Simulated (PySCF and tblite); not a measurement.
Values are calculated unless marked as measured or tabulated.
System: C₅H₅F, numbered as in [F:1][C:2]1=[CH:3][CH2:4][CH:5]=[CH:6]1.

Motion: shift of H on C4 from C4 to C5. GFN2-xTB gives an electronic barrier of 27.5 kcal/mol.

Tunnelling of the moving H, left out here, will speed the real process.

B3LYP/pcSseg-1 + D3(BJ) on PBE0-D3(BJ)/def2-SVP geometries gives 28.7 kcal/mol and k(298 K) = 5.2×10⁻⁷ s⁻¹.

**Question.** What does PBE0/aug-pcSseg-1 + D3(BJ) give on PBE0-D3(BJ)/def2-SVP geometries?

**Answer.** A barrier of 25.6 kcal/mol, 3.1 below the first DFT barrier (from unrounded values) and, with GFN2-xTB thermal terms, ΔG‡(298 K) = 23.4 kcal/mol and k = 9×10⁻⁵ s⁻¹ (2 equivalent paths).

**Question.** At the first level the ¹³C lines of C4 / C5 span 7800 Hz and merge at 642 K (300 MHz). What does the second level predict?

**Answer.** A span of 7880 Hz and merging at 570 K.

Programs: tblite and PySCF.
